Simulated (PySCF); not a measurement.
PySCF input (M06-2X/def2-TZVPD):

```python
from pyscf import gto, scf, dft

mol = gto.M(
    atom='''
    C    -0.00084066    0.06417934   -1.20111192
    Si    0.00020234    0.04776781    0.68085373
    H     0.00228281   -0.95744935   -1.59188620
    H    -0.88652208    0.57124442   -1.58638550
    H     0.88111184    0.57700419   -1.58731491
    H    -1.21072394   -0.62626610    1.22079099
    H     1.21606260   -0.61835849    1.21951500
    ''',
    basis='def2-tzvpd',
    charge=0,
    spin=1,
    verbose=4,
)

mf = dft.UKS(mol, xc='m062x').density_fit(auxbasis='def2-universal-jkfit')
mf.grids.level = 4
mf.conv_tol = 1e-9
mf.max_cycle = 100
mf.max_memory = 1500
mf.kernel()
if not mf.converged:
    mf = mf.newton()
    mf.kernel(mf.make_rdm1())
for _ in range(2):
    mo, _, stable, _ = mf.stability(return_status=True)
    if stable:
        break
    mf.kernel(mf.make_rdm1(mo, mf.mo_occ))
mf.analyze()
```

Output:

```
PySCF version 2.14.0

[INPUT] verbose = 4
[INPUT] num. atoms = 7
[INPUT] num. electrons = 25
[INPUT] charge = 0
[INPUT] spin (= nelec alpha-beta = 2S) = 1
[INPUT] symmetry False subgroup None
[INPUT] Mole.unit = angstrom
[INPUT] Symbol           X                Y                Z      unit          X                Y                Z       unit  Magmom
[INPUT]  1 C     -0.000840660000   0.064179340000  -1.201111920000 AA   -0.001588617164   0.121281375455  -2.269772573751 Bohr   0.0
[INPUT]  2 Si     0.000202340000   0.047767810000   0.680853730000 AA    0.000382367184   0.090268078470   1.286627080589 Bohr   0.0
[INPUT]  3 H      0.002282810000  -0.957449350000  -1.591886200000 AA    0.004313885694  -1.809317049643  -3.008228939475 Bohr   0.0
[INPUT]  4 H     -0.886522080000   0.571244420000  -1.586385500000 AA   -1.675283934580   1.079495503986  -2.997834122981 Bohr   0.0
[INPUT]  5 H      0.881111840000   0.577004190000  -1.587314910000 AA    1.665060062712   1.090379891827  -2.999590453339 Bohr   0.0
[INPUT]  6 H     -1.210723940000  -0.626266100000   1.220790990000 AA   -2.287936659054  -1.183471410099   2.306960626437 Bohr   0.0
[INPUT]  7 H      1.216062600000  -0.618358490000   1.219515000000 AA    2.298025264327  -1.168528192900   2.304549354799 Bohr   0.0

nuclear repulsion = 55.5988350332599
number of shells = 53
number of NR pGTOs = 176
number of NR cGTOs = 125
basis = def2-tzvpd
ecp = {}

******** <class 'pyscf.df.df_jk.DFUKS'> ********
method = DFUKS
initial guess = minao
damping factor = 0
level_shift factor = 0
DIIS = <class 'pyscf.scf.diis.CDIIS'>
diis_start_cycle = 1
diis_space = 8
diis_damp = 0
SCF conv_tol = 1e-09
SCF conv_tol_grad = None
SCF max_cycles = 100
direct_scf = False
number electrons alpha = 13  beta = 12
XC library pyscf.dft.libxc version 7.1.2
    S. Lehtola, C. Steigemann, M. J. T. Oliveira, and M. A. L. Marques,  SoftwareX 7, 1–5 (2018)
XC functionals = m062x
    Y. Zhao and D. G. Truhlar,  Theor. Chem. Acc. 120, 215 (2008)
    Y. Zhao and D. G. Truhlar,  Theor. Chem. Acc. 120, 215 (2008)
radial grids:
    Treutler-Ahlrichs [JCP 102, 346 (1995); DOI:10.1063/1.469408] (M4) radial grids

becke partition: Becke, JCP 88, 2547 (1988); DOI:10.1063/1.454033
pruning grids: <function nwchem_prune>
grids dens level: 4
symmetrized grids: False
atomic radii adjust function: <function treutler_atomic_radii_adjust>
small_rho_cutoff = 0
Set gradient conv threshold to 3.16228e-05
tot grids = 136072
******** <class 'pyscf.df.df.DF'> ********
auxbasis = def2-universal-jkfit
init E= -330.405981977518
  alpha nocc = 13  HOMO = -0.155198724493555  LUMO = -0.00290287217683982
  beta  nocc = 12  HOMO = -0.369328141925615  LUMO = -0.155198724493562
[...]
  beta  nocc = 12  HOMO = -0.379541862046461  LUMO = -0.089044117308692
  HOMO = -0.248104857674  LUMO = -0.0890441173087  gap/eV = 4.32826
Extra cycle  E= -330.527962177317  delta_E= -1.36e-11  |g|= 1.2e-06  |ddm|= 1.12e-05
converged SCF energy = -330.527962177317  <S^2> = 0.75293357  2S+1 = 2.0029314
uhf_internal: lowest eigs of H = [0.34198728 0.36292341 0.37067409]
<class 'pyscf.df.df_jk.DFUKS'> wavefunction is stable in the internal stability analysis
**** SCF Summaries ****
Total Energy =                        -330.527962177317136
Nuclear Repulsion Energy =              55.598835033259874
One-electron Energy =                 -565.666009059156977
Two-electron Energy =                  179.539211848579981
Two-electron Coulomb Energy =          207.680327310048455
DFT Exchange-Correlation Energy =      -28.141115461468463
HOMO-LUMO gap [eV] =                     4.328263206713505
**** MO energy ****
                             alpha | beta                alpha | beta
MO #1   energy= -67.0063739772443  | -67.0007614312154  occ= 1 | 1
MO #2   energy= -10.524371859788   | -10.524146496992   occ= 1 | 1
MO #3   energy= -5.54513824952667  | -5.54181002131674  occ= 1 | 1
MO #4   energy= -3.86121962070941  | -3.85184832099753  occ= 1 | 1
MO #5   energy= -3.85390802463958  | -3.85175713147452  occ= 1 | 1
MO #6   energy= -3.85378654011712  | -3.84741673355707  occ= 1 | 1
MO #7   energy= -0.79440116084335  | -0.790383401590269 occ= 1 | 1
MO #8   energy= -0.581143776188458 | -0.554343880718321 occ= 1 | 1
MO #9   energy= -0.479759659160807 | -0.477719366793263 occ= 1 | 1
MO #10  energy= -0.477245191597564 | -0.470133644330232 occ= 1 | 1
MO #11  energy= -0.394986046989817 | -0.388965570685943 occ= 1 | 1
MO #12  energy= -0.385760972258691 | -0.379541862046461 occ= 1 | 1
MO #13  energy= -0.248104857674225 | -0.089044117308692 occ= 1 | 0
MO #14  energy= 0.0205301047380378 | 0.0129947924583357 occ= 0 | 0
MO #15  energy= 0.0375086918924086 | 0.0327751679595376 occ= 0 | 0
MO #16  energy= 0.0729408582365621 | 0.0528351198980314 occ= 0 | 0
MO #17  energy= 0.0746487504161691 | 0.0592920406187942 occ= 0 | 0
MO #18  energy= 0.0892398558981438 | 0.0720204802790699 occ= 0 | 0
MO #19  energy= 0.0902095383829787 | 0.0862408311916208 occ= 0 | 0
MO #20  energy= 0.100028149176969  | 0.0890562770499004 occ= 0 | 0
MO #21  energy= 0.110663050669269  | 0.0999568252021855 occ= 0 | 0
MO #22  energy= 0.117456408237587  | 0.100187576664992  occ= 0 | 0
MO #23  energy= 0.125646006015188  | 0.117733665717674  occ= 0 | 0
MO #24  energy= 0.155768798014811  | 0.14739671469924   occ= 0 | 0
MO #25  energy= 0.159097721588     | 0.149310162644822  occ= 0 | 0
MO #26  energy= 0.169244629855431  | 0.170382065725481  occ= 0 | 0
MO #27  energy= 0.191600367571135  | 0.183072471936347  occ= 0 | 0
MO #28  energy= 0.193640791960073  | 0.183427157331019  occ= 0 | 0
MO #29  energy= 0.202631346250291  | 0.186870834789477  occ= 0 | 0
MO #30  energy= 0.217063369232906  | 0.220988069122504  occ= 0 | 0
MO #31  energy= 0.244921858690801  | 0.241934832325442  occ= 0 | 0
MO #32  energy= 0.251003438191791  | 0.247874794827425  occ= 0 | 0
MO #33  energy= 0.254857725758007  | 0.256773817734118  occ= 0 | 0
MO #34  energy= 0.274790069896301  | 0.264041013034608  occ= 0 | 0
MO #35  energy= 0.280104646536515  | 0.265606957740154  occ= 0 | 0
MO #36  energy= 0.294004666291645  | 0.282248549232136  occ= 0 | 0
MO #37  energy= 0.313308005306269  | 0.299443392689953  occ= 0 | 0
MO #38  energy= 0.316115040753519  | 0.304634544755316  occ= 0 | 0
MO #39  energy= 0.318848655327999  | 0.311562636301929  occ= 0 | 0
MO #40  energy= 0.334259743045729  | 0.313524580550078  occ= 0 | 0
MO #41  energy= 0.338136925291264  | 0.329485265035942  occ= 0 | 0
MO #42  energy= 0.346589544057007  | 0.334117004198102  occ= 0 | 0
MO #43  energy= 0.367338568196535  | 0.350271044127667  occ= 0 | 0
MO #44  energy= 0.374966736862513  | 0.357912596469551  occ= 0 | 0
MO #45  energy= 0.406662468222769  | 0.392611647424406  occ= 0 | 0
MO #46  energy= 0.425437322981298  | 0.415586240445937  occ= 0 | 0
MO #47  energy= 0.437304259052728  | 0.433076386973201  occ= 0 | 0
MO #48  energy= 0.452049618813696  | 0.44942979016894   occ= 0 | 0
MO #49  energy= 0.458944430214016  | 0.453699183588814  occ= 0 | 0
MO #50  energy= 0.47486545724968   | 0.471840922618432  occ= 0 | 0
MO #51  energy= 0.487715826015968  | 0.480273110637774  occ= 0 | 0
MO #52  energy= 0.494167037847796  | 0.486143366810692  occ= 0 | 0
MO #53  energy= 0.51677534759297   | 0.510076672985117  occ= 0 | 0
MO #54  energy= 0.520854674243331  | 0.516561949173843  occ= 0 | 0
MO #55  energy= 0.565479370982637  | 0.534020414205735  occ= 0 | 0
MO #56  energy= 0.578117503033951  | 0.578036341206577  occ= 0 | 0
MO #57  energy= 0.610907419837392  | 0.607009338135447  occ= 0 | 0
MO #58  energy= 0.632334335698956  | 0.622450742299958  occ= 0 | 0
MO #59  energy= 0.665656678568762  | 0.660387870652382  occ= 0 | 0
MO #60  energy= 0.722714851744132  | 0.714711509778272  occ= 0 | 0
MO #61  energy= 0.73308797131143   | 0.733653836391882  occ= 0 | 0
MO #62  energy= 0.744070295717108  | 0.741007741251703  occ= 0 | 0
MO #63  energy= 0.775098149528613  | 0.767890230660753  occ= 0 | 0
MO #64  energy= 0.777424817115526  | 0.768983736744007  occ= 0 | 0
MO #65  energy= 0.900307136040978  | 0.898106944902886  occ= 0 | 0
MO #66  energy= 0.903295031722432  | 0.899045767206783  occ= 0 | 0
MO #67  energy= 1.01075260949433   | 1.01360257233425   occ= 0 | 0
MO #68  energy= 1.03189361752528   | 1.02375577326476   occ= 0 | 0
MO #69  energy= 1.04905543667756   | 1.03662695265116   occ= 0 | 0
MO #70  energy= 1.05642316377128   | 1.06417559134025   occ= 0 | 0
MO #71  energy= 1.15283651937945   | 1.14543158934327   occ= 0 | 0
MO #72  energy= 1.15768640271965   | 1.15668695846863   occ= 0 | 0
MO #73  energy= 1.1881556928553    | 1.18203337253333   occ= 0 | 0
MO #74  energy= 1.21382061374314   | 1.21986396749327   occ= 0 | 0
MO #75  energy= 1.21923782580281   | 1.23202853261489   occ= 0 | 0
MO #76  energy= 1.27454842595773   | 1.27193155037911   occ= 0 | 0
MO #77  energy= 1.30890859461973   | 1.30945825158038   occ= 0 | 0
MO #78  energy= 1.31237738574992   | 1.31141317865937   occ= 0 | 0
MO #79  energy= 1.31795256279993   | 1.31553370243894   occ= 0 | 0
MO #80  energy= 1.41534806266921   | 1.42408665639569   occ= 0 | 0
MO #81  energy= 1.44687087775808   | 1.45899892524164   occ= 0 | 0
MO #82  energy= 1.50018224347114   | 1.51333770572049   occ= 0 | 0
MO #83  energy= 1.54421224600728   | 1.55924321136452   occ= 0 | 0
MO #84  energy= 1.65872381072409   | 1.65853707362295   occ= 0 | 0
MO #85  energy= 1.70469977832784   | 1.7159881525312    occ= 0 | 0
MO #86  energy= 1.7846707133057    | 1.78249875785376   occ= 0 | 0
MO #87  energy= 1.78591020320095   | 1.78658981670334   occ= 0 | 0
MO #88  energy= 1.79552412228636   | 1.79452933067098   occ= 0 | 0
MO #89  energy= 1.88964080991077   | 1.8983941562331    occ= 0 | 0
MO #90  energy= 1.9711016077679    | 1.97311159862316   occ= 0 | 0
MO #91  energy= 1.99782623901069   | 2.00449413497149   occ= 0 | 0
MO #92  energy= 2.00998476243319   | 2.01397510675332   occ= 0 | 0
MO #93  energy= 2.03116631345451   | 2.03783521861914   occ= 0 | 0
MO #94  energy= 2.10955655442882   | 2.10771686430211   occ= 0 | 0
MO #95  energy= 2.13347580679389   | 2.1357506506513    occ= 0 | 0
MO #96  energy= 2.16859164134188   | 2.16854511642942   occ= 0 | 0
MO #97  energy= 2.37863623425865   | 2.39012880722049   occ= 0 | 0
MO #98  energy= 2.44853074834963   | 2.45318491074535   occ= 0 | 0
MO #99  energy= 2.45147105722183   | 2.46439787421431   occ= 0 | 0
MO #100 energy= 2.48545031067143   | 2.49282271936526   occ= 0 | 0
MO #101 energy= 2.4927572461926    | 2.495365414838     occ= 0 | 0
MO #102 energy= 2.50179086039948   | 2.503008974272     occ= 0 | 0
MO #103 energy= 2.54043149471514   | 2.5462237574858    occ= 0 | 0
MO #104 energy= 2.68805721988151   | 2.68566132925988   occ= 0 | 0
[...]
```

It need not be the lowest isomer of its formula.
